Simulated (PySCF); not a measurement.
# Ionisation energy of Mg by level of theory

Mg [Ne] 3s2 (1S) → Mg+ [Ne] 3s1 (2S), as a difference of total energies. All numbers are calculated (PySCF 2.14, the non-relativistic Hamiltonian (point nucleus), in an even-tempered Gaussian basis (20 s from 0.01 bohr⁻², ratio 2.5; 14 p from 0.013 bohr⁻², ratio 2.5; 6 d from 0.16 bohr⁻², ratio 2.7; 6 f from 0.24 bohr⁻², ratio 2.7)). Correlated levels: outer shells: 1s2 frozen; virtual orbitals above 40 to 60 times the deepest correlated orbital energy dropped. The calculations carry no spin-orbit coupling.

| method | ionisation energy (eV) |
| --- | --- |
| UHF | 6.606 |
| LDA | 7.721 |
| PBE | 7.612 |
| PBE0 | 7.542 |
| r2SCAN | 7.371 |
| PBEsol | 7.527 |
| M06 | 7.573 |
| MP2 (outer shells) | 7.398 |
| SCS-MP2 (outer shells) | 7.497 |

**Question.** Which method comes closest to the reference value, and which is furthest?

**Answer.** The reference is 7.646 eV (measured; NIST Atomic Spectra Database, ionization energies). Closest: PBE (error -0.034 eV); furthest: UHF (error -1.040 eV).
